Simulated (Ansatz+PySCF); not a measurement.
Two shapes of doublet C2H3N2.

Shape 1:

```xyz
7

H    -2.4576   -0.0075    0.2392
N    -1.5567   -0.3383   -0.0703
C    -0.5005    0.5455    0.0135
C     0.8185    0.1180    0.0009
N     1.9289   -0.2425    0.0037
H    -1.3719   -1.3069    0.1448
H    -0.7167    1.5525   -0.0078
```

Shape 2:

```xyz
7

H    -2.4546   -0.0214    0.2395
N    -1.5537   -0.3523   -0.0700
C    -0.4975    0.5316    0.0138
C     0.8215    0.1040    0.0012
N     1.9319   -0.2565    0.0040
H    -1.3689   -1.3209    0.1451
H    -0.7346    1.6363   -0.0096
```

Basis set: cc-pVTZ (spherical functions). Frozen core: 4 orbitals. Correlation on ROHF uses semicanonical orbitals with singles. Charge 0, multiplicity 2.

Computed with Ansatz (development build ahead of 0.2.0) and PySCF 2.14.0; each method stands on the lowest determinant of its kind that the runs found.

(1) Which shape is lower in energy, and by how much in each method?

Results:

(1)

```tsv
method	E(2) − E(1) (eV)
ROHF	0.039
UHF	0.034
ROHF-MP2	0.008
UHF-MP2	0.015
```

Shape 1 is lower. Caution for UHF, UHF-MP2: the unrestricted determinant is spin contaminated. Caution for ROHF-MP2, UHF-MP2: forces differ strongly between restricted and unrestricted references.
